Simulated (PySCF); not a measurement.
## SiH: frontier orbitals

PBE at R = 1.540 Å; PySCF, no relativity, basis sets Si def2-SVPD, H def2-SVPD. State: ²Π (doublet), unpaired electrons π ↑. Only the outer orbitals are listed, counted within each symmetry.

```csv
spin,orbital,occ.,ε (eV),on Si (%),main shells (%)
α,4σ,1,-11.94,85,"80 Si s, 16 H s"
α,5σ,1,-6.67,72,"50 Si p, 28 H s, 18 Si s"
α,2π,1,-4.43,99,99 Si p
α,2π,0,-4.14,98,98 Si p
α,6σ,0,0.19,84,"61 Si s, 13 Si p, 13 H s"
α,7σ,0,0.80,91,"42 Si d, 34 Si s, 15 Si p"
β,4σ,1,-11.34,78,"72 Si s, 22 H s"
β,5σ,1,-6.37,73,"48 Si p, 26 H s, 22 Si s"
β,2π,0,-3.77,97,97 Si p
β,2π,0,-2.73,95,95 Si p
β,6σ,0,0.45,86,"60 Si s, 14 Si d, 11 Si p"
```

**Question.** Which are the highest filled and the lowest empty level, where do they sit, and how wide is the gap?

**Answer.** Highest filled α 2π at -4.43 eV (in %: 99 Si p); lowest empty α 2π at -4.14 eV (in %: 98 Si p); the gap at PBE is 0.29 eV. Both belong to one degenerate shell, split only by its one-sided filling, so this is no excitation gap.

```json
{"bond order (Mayer)": "0.98", "⟨S²⟩": "0.755", "charge on Si (Mulliken, basis-dependent)": "-0.06", "charge on Si (Löwdin, basis-dependent)": "0.34", "dipole moment (positive dipole means Si(−)H(+))": "0.11 D", "polarisability along the bond": "39.0 bohr³", "polarisability across the bond": "34.1 bohr³"}
```

The state was picked by a PBE0 search and need not be the measured ground state.
